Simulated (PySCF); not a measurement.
Basis-set dependence of CS at MP2

PySCF, RHF reference; singlet, unpaired electrons none; De to C + S without counterpoise correction. Frozen cores follow the default of each basis and core potential.

```
              basis     relativity  functions  Re (Å)  ωe (cm⁻¹)  De (eV)  frozen orbitals
             STO-3G  no relativity         14   1.575       1343      n/a                6
cc-pVDZ/cc-pV(D+d)Z  no relativity         37   1.553       1303     7.03                6
          def2-SVPD  no relativity         47   1.546       1308     7.13                6
       x2c-TZVPPall  spin-free X2C         73   1.537       1306     7.48                6
```

Task: How does each smaller set differ from the one with most functions, x2c-TZVPPall?

Result: STO-3G: +3.8 pm, +2.8 % in ωe; cc-pVDZ/cc-pV(D+d)Z: +1.6 pm, -0.2 % in ωe, -0.45 eV in De; def2-SVPD: +0.9 pm, +0.2 % in ωe, -0.35 eV in De. All at MP2; the set with most functions is neither the basis-set limit nor always the best. The rows treat relativity differently, so the differences are not basis effects alone.

Measured (Huber and Herzberg, Constants of Diatomic Molecules (1979)): Re = 1.534941 Å, ωe = 1285.08 cm⁻¹. Correlated steps freeze 6 core orbitals. Correlated levels converge slowly with the basis: in double zeta they bind strong bonds too weakly, by up to about 1 eV, and carry superposition errors of some tenths. Where the molecule has an RHF reference, its open-shell atoms are computed with UHF. STO-3G is very small, so such numbers show the basis as much as the molecule.
